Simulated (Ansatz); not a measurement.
Born–Oppenheimer molecular dynamics of AlFH₂O (5 atoms, charge 0, multiplicity 1). It starts at the highest image of a converged band. Of that band: Neighbouring images differ by up to 1.2 eV, so the band resolves the path poorly. A vibrational analysis at the climbing image gives one clearly imaginary mode, 1258i cm⁻¹: a first-order saddle point.

The calculation used Ansatz 0.2.0, RKS PBE-D4/def2-SVP.

* ensemble: NVE (velocity Verlet)
* time step: 0.5 fs
* steps asked: 200
* starting velocities drawn for: 100 K
* seed: 2503

Frames 2.5 fs apart, positions in Å.

Velocities at 65 fs (Å/ps):

```
Al -13.29 3.98 1.33
H -33.52 -14.63 -17.45
O 16.31 -4.71 -4.35
H -4.31 -4.10 9.88
F 7.15 -0.69 2.17
```

```xyz
5
Properties=species:S:1:pos:R:3 time_fs=65 energy_less_start_eV=-0.636 T=1740
Al -0.702 0.405 0.474
H 2.761 0.322 0.582
O 2.362 -0.465 0.322
H 2.447 -0.175 -0.612
F -0.959 -0.109 -1.108
5
Properties=species:S:1:pos:R:3 time_fs=67.5 energy_less_start_eV=-0.793 T=2136
Al -0.735 0.415 0.478
H 2.724 0.382 0.614
O 2.400 -0.481 0.309
H 2.423 -0.214 -0.618
F -0.941 -0.111 -1.103
5
Properties=species:S:1:pos:R:3 time_fs=70 energy_less_start_eV=-0.644 T=1764
Al -0.767 0.426 0.483
H 2.706 0.465 0.704
O 2.437 -0.496 0.294
H 2.383 -0.288 -0.678
F -0.923 -0.113 -1.099
5
Properties=species:S:1:pos:R:3 time_fs=72.5 energy_less_start_eV=-0.766 T=2069
Al -0.799 0.436 0.489
H 2.644 0.388 0.723
O 2.476 -0.500 0.282
H 2.347 -0.366 -0.699
F -0.905 -0.116 -1.097
5
Properties=species:S:1:pos:R:3 time_fs=75 energy_less_start_eV=-0.557 T=1544
Al -0.830 0.447 0.495
H 2.568 0.281 0.693
O 2.514 -0.504 0.270
H 2.323 -0.424 -0.662
F -0.887 -0.119 -1.096
5
Properties=species:S:1:pos:R:3 time_fs=77.5 energy_less_start_eV=-0.702 T=1905
Al -0.861 0.457 0.502
H 2.503 0.371 0.725
O 2.550 -0.522 0.255
H 2.290 -0.442 -0.659
F -0.868 -0.123 -1.095
5
Properties=species:S:1:pos:R:3 time_fs=80 energy_less_start_eV=-0.563 T=1554
Al -0.892 0.467 0.509
H 2.442 0.420 0.698
O 2.587 -0.540 0.246
H 2.243 -0.421 -0.696
F -0.850 -0.126 -1.094
5
Properties=species:S:1:pos:R:3 time_fs=82.5 energy_less_start_eV=-0.692 T=1875
Al -0.922 0.477 0.514
H 2.402 0.321 0.583
O 2.620 -0.548 0.239
H 2.219 -0.393 -0.666
F -0.831 -0.129 -1.092
5
Properties=species:S:1:pos:R:3 time_fs=85 energy_less_start_eV=-0.489 T=1361
Al -0.953 0.486 0.519
H 2.364 0.275 0.516
O 2.651 -0.557 0.227
H 2.220 -0.402 -0.607
F -0.812 -0.131 -1.088
5
Properties=species:S:1:pos:R:3 time_fs=87.5 energy_less_start_eV=-0.529 T=1463
Al -0.982 0.494 0.522
H 2.321 0.355 0.559
O 2.682 -0.571 0.214
H 2.208 -0.462 -0.639
F -0.793 -0.132 -1.082
5
Properties=species:S:1:pos:R:3 time_fs=90 energy_less_start_eV=-0.545 T=1506
Al -1.012 0.501 0.524
H 2.346 0.326 0.595
O 2.707 -0.576 0.202
H 2.210 -0.560 -0.692
F -0.774 -0.132 -1.073
5
Properties=species:S:1:pos:R:3 time_fs=92.5 energy_less_start_eV=-0.574 T=1577
Al -1.040 0.508 0.523
H 2.423 0.192 0.590
O 2.725 -0.573 0.188
H 2.258 -0.664 -0.667
F -0.755 -0.131 -1.062
```

Of the whole run (100 fs, mean temperature of the second half 1774 K): The conserved energy stayed within 0.87 meV per atom of its start (net change -0.43 meV per atom), so the integration is sound. The kinetic energy rose, since the run started high on the potential surface and went downhill. It ends in pieces (AlF + H2O), so much of that is their flight and rotation, not heat. A run of 0.1 ps of so small a system gives no equilibrium averages. The orbitals stay closed-shell, which can raise the energy where a bond breaks towards radicals; this wasn't checked here.

Time of the run: 3.2 min on 1 thread of Arm Neoverse V1, on a shared host, peak memory 0.091 GiB.
